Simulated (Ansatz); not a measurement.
# CHB (singlet): the correlation ladder at distance B1–H3 = 1.177 Å, 6-31G

Aim: climb from Hartree-Fock through coupled cluster and multireference methods for CHB (singlet) at one geometry and basis, and see what each rung misses.

Computed with Ansatz 0.2.0, Gaussian basis. Level: 6-31G, core rule «outside noble gas», up to 2 orbitals frozen.

To be run: UHF; CCSD(T) on RHF; CCSD(T) on UHF; BCCD(T) on RHF; CISD; CCSDT(Q) on RHF; CCSDT(Q) on UHF; CISDTQ; CCSDTQ on RHF; CCSDTQ on UHF; CASSCF and MRCISD+Q, 2 electrons in 2 orbitals; CASSCF and NEVPT2, 2 electrons in 2 orbitals; CASSCF and MRCISD+Q, 8 electrons in 9 orbitals; CASSCF and NEVPT2, 8 electrons in 9 orbitals; Full CI; Full CI in the symmetry of the determinant.

18 further runs of the same task are left out: 3 for a known fault of the program, 11 that didn't finish, 4 set aside as unsound or not needed.

## Step 1: The system

The geometry derives from a PBE0/def2-TZVP stationary point (not a proven minimum). One bond is set to the value named and the two fragments are kept rigid.

3 atoms, charge 0, spin multiplicity 1.

Atoms are counted from 1 here; the program's logs count them from 0.

Bond lengths: B1–C2 1.464 Å, B1–H3 1.177 Å. Angles: C2–B1–H3 180.0°.

## Step 2: UHF

in.yaml reads:

```yaml
crystal:
  periodic: [false, false, false]
  atoms:
    - {symbol: B, position_ang: [0.000000, 0.000000, 0.095674]}
    - {symbol: C, position_ang: [0.000000, 0.000000, -1.368483]}
    - {symbol: H, position_ang: [0.000000, 0.000000, 1.272810]}
basis:
  gaussian: {orbitals: 6-31G}
magnetization: {spin_polarized: true, initial_magnetization: 0}
hamiltonian: {xc: hf}
output: {orbitals: {seedname: orbitals}}
```

On the command line:

```console
ansatz run in.yaml --threads 1 --pin off --events-out ev --progress --plain --max-ram 2393MiB
```

The runs that follow: CCSD(T) on RHF; CCSD(T) on UHF; BCCD(T) on RHF; CISD; CCSDT(Q) on RHF; CCSDT(Q) on UHF; CISDTQ; CCSDTQ on RHF; CCSDTQ on UHF; CASSCF and MRCISD+Q, 2 electrons in 2 orbitals; CASSCF and NEVPT2, 2 electrons in 2 orbitals; CASSCF and MRCISD+Q, 8 electrons in 9 orbitals; CASSCF and NEVPT2, 8 electrons in 9 orbitals; Full CI; Full CI in the symmetry of the determinant.

Q: Predict the results of all the runs planned. Wanted: FCI below the RHF energy; RMP2 from FCI; RCCSD from FCI; RCCSD(T) from FCI; RCCSDT(Q) from FCI; NEVPT2 valence from FCI; MRCISD+Q valence from FCI; T1 diagnostic; effectively unpaired electrons.

**Answer**, as computed:

| quantity | value |
| --- | --- |
| FCI below the RHF energy | -3.9702 eV |
| RMP2 from FCI | +1055.2 meV |
| RCCSD from FCI | +217.0 meV |
| RCCSD(T) from FCI | +100.4 meV |
| RCCSDT(Q) from FCI | +26.4 meV |
| NEVPT2 valence from FCI | +290.4 meV |
| MRCISD+Q valence from FCI | +3.3 meV |
| levels within 1 kcal/mol (43 meV) | RCCSDT(Q), RCCSDTQ, MRCISD valence, MRCISD+Q valence |
| T1 diagnostic | 0.014 |
| effectively unpaired electrons | 2.05 |

RCCSD(T) lands +100.4 meV from the yardstick (2.5 % of the correlation energy). The occupations show strong static correlation (2.0 unpaired electrons where one determinant has 0). Coupled cluster on one determinant still stays close here. Of the multireference levels listed MRCISD+Q valence comes nearest in total energy (+3.3 meV), which doesn't show that its space is the better one. These misses are within one basis, not against nature.
